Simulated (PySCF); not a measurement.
Does the structure fit the spectrum?

A compound C₄H₆O gives the data below (simulated from a calculation) and was assigned the structure `C=C=COC`.

¹³C{¹H} NMR (computed): δ 157.8 (CH, 2C), 96.4 (CH2, 2C).

¹H NMR (600 MHz, computed): δ 6.52 (m, 2H), 4.84 (m, 2H), 4.39 (m, 2H).

- geometry from GFN2-xTB
- σ from GIAO-PBE0/pcSseg-1
- code: PySCF 2.14
- non-relativistic Hamiltonian, one averaged value for each set of equivalent atoms, in vacuum, single conformer

References, each an isolated molecule treated in the same way: ¹H (σref 31.72) and ¹³C (σref 186.93) against TMS.

**Question.** Compare with the shifts computed for the proposed structure, pairing carbons in order of shift.

**Answer.** Atoms are numbered as in `[CH2:1]=[C:2]=[CH:3][O:4][CH3:5]`; H(Xn) means a hydrogen on atom n.

```json
{"atom": "C2", "computed for proposal": "216.6", "given list": "157.8", "difference": "+58.8"}
{"atom": "C3", "computed for proposal": "129.8", "given list": "157.8", "difference": "-28.0"}
{"atom": "C1", "computed for proposal": "93.5", "given list": "96.4", "difference": "-2.9"}
{"atom": "C5", "computed for proposal": "60.1", "given list": "96.4", "difference": "-36.3"}
```

The rms difference is 37.3 ppm and the largest +58.8 ppm at C2 (central carbon of an allene). The proposal also would give 4 carbon signals, not 2. The carbon types in order of shift don't match either: C, CH, CH2, CH3 for the proposal against CH, CH, CH2, CH2 in the data. The proposal doesn't fit.

**Question.** Which isomer fits?

**Answer.** Vinyl ether (SMILES C=COC=C).

1. Carbon types of the structure: 2 × CH, 2 × CH2, which accounts for all hydrogens.
2. δC 157.8: alkene carbon bearing oxygen; an sp2 carbon further deshielded by the attached heteroatom.
3. δC 96.4: β carbon of an enol-ether or enamine type C=C; the O or N lone pair pushes π density onto this β carbon and shields it.
4. δH 6.52: hydrogen on an alkene carbon bearing oxygen; olefinic region.
5. δH 4.84, 4.39: hydrogen on a β carbon of an enol-ether or enamine type C=C; lone-pair donation from O or N shields it, upfield of ordinary alkene protons.

This is the structure that produced the data.

Shifts are as computed. Against solution values, carbons near 30 ppm lie about +3 ppm off and those near 130 ppm about +5 ppm. Of 246 compounds with measured shifts, 49 miss one by over three times the rms of a fit or turn the order of signals round; such compounds aren't used in these exercises. No couplings were computed; multiplicities are counted from neighbouring protons, with m where these are inequivalent, close in shift, in a saturated or five-membered ring or joined by F or P, and br s for small geminal =CH2 splittings.
